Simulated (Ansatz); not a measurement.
Relaxation of C$_{3}$H$_{4}$O$_{2}$S (10 atoms, charge 0, multiplicity 1), to a largest force component of 0.02 eV/Å in at most 50 steps.

All numbers below come from RKS BLYP/def2-SVP in Ansatz 0.2.0.

```xyz
10
Properties=species:S:1:pos:R:3
C -0.433 -1.637 0.455
C 0.060 -0.416 0.129
O 1.390 -0.210 0.188
O -0.723 0.639 -0.282
C -0.241 1.811 -0.612
S -1.274 3.048 -1.075
H 0.133 -2.440 0.769
H -1.519 -1.712 0.373
H 1.841 -1.023 0.542
H 0.850 1.888 -0.484
```

**Question.** Where does it end, and by what steps?

**Answer.** The run converged. After 6 steps the energy has fallen by 0.353 eV; H9 moved furthest, 0.13 Å.

```csv
step,energy less start (eV),largest force component (eV/Å),accepted
0,0.0000,2.866,yes
1,-0.2382,1.525,yes
2,-0.3054,1.043,yes
3,-0.2932,1.444,no
4,-0.3467,0.416,yes
5,-0.3522,0.045,yes
6,-0.3527,0.012,yes
```

```xyz
10
Properties=species:S:1:pos:R:3
C -0.497 -1.643 0.453
C 0.071 -0.455 0.149
O 1.394 -0.133 0.195
O -0.731 0.591 -0.262
C -0.237 1.823 -0.595
S -1.208 3.045 -1.076
H 0.117 -2.491 0.784
H -1.582 -1.763 0.369
H 1.895 -0.918 0.491
H 0.861 1.894 -0.505
```

Time of the run: 20 s on 2 threads of Intel(R) Xeon(R) Platinum 8488C (Sapphire Rapids) (shared host), peak memory 0.16 GiB.
